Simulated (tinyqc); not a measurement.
Worked calculation: Hueckel theory of the pi electrons, for the molecule [cH+]1nn1 (SMILES; centres numbered as the heavy atoms are written). Computed by tinyqc, a small Python program that keeps every step. Settings: charge = 1. Command: `OMP_NUM_THREADS=1 python tinyqc.py 26437 26438 out.jsonl` (the two numbers bound the seeds that draw the settings). One thread of a shared host (Intel(R) Xeon(R) Processor @ 2.60GHz), about 0.01 s of CPU time with the checks.

## The Hueckel matrix

Centres:
```
centre,"z_r, pi electrons of the neutral centre",h
1C,1,0.0000
2N,1,0.5700
3N,1,0.5700
```

Bonds:
```
i,j,k
1,2,1
2,3,1.0900
3,1,1
```

H_rr = alpha + h_r beta, H_rs = k_rs beta for bonded centres.

Hueckel matrix in units of beta (H = alpha + beta A):
```
,1C,2N,3N
1C,0.0000,1.0000,1.0000
2N,1.0000,0.5700,1.0900
3N,1.0000,1.0900,0.5700
```

## Orbitals

pi electrons, sum of z_r less the charge = 2

Diagonalise; E = alpha + x beta with beta < 0, so the largest x are filled first; degenerate levels share their electrons. P = sum n_i c_ri c_si; each orbital has its largest coefficient positive (the first on a tie).

x values: 2.4698  -0.5200  -0.8098

occupations: 2.0000  0.0000  0.0000

coefficients:
```
,MO1,MO2,MO3
1C,0.4969,0.0000,0.8678
2N,0.6136,0.7071,-0.3514
3N,0.6136,-0.7071,-0.3514
```

charge and bond-order matrix P:
```
,1C,2N,3N
1C,0.4938,0.6098,0.6098
2N,0.6098,0.7531,0.7531
3N,0.6098,0.7531,0.7531
```

## Energy, charges, bond orders

E = sum n x; q_r = z_r - P_rr; bond order p = P_rs; free valence = sqrt(3) - sum of p over the bonds of the atom.

pi energy = 2 alpha + this times beta = 4.9396

pi charges: 1C 0.5062, 2N 0.2469, 3N 0.2469

Bond orders and lengths from R = 1.517 - 0.180 p (angstrom, C-C alone):
```
bond,p,R
1-2,0.6098,-
2-3,0.7531,-
3-1,0.6098,-
```

free valence of the carbons: 1C 0.5124

gap between the highest filled and the next level = 2.9898 |beta|
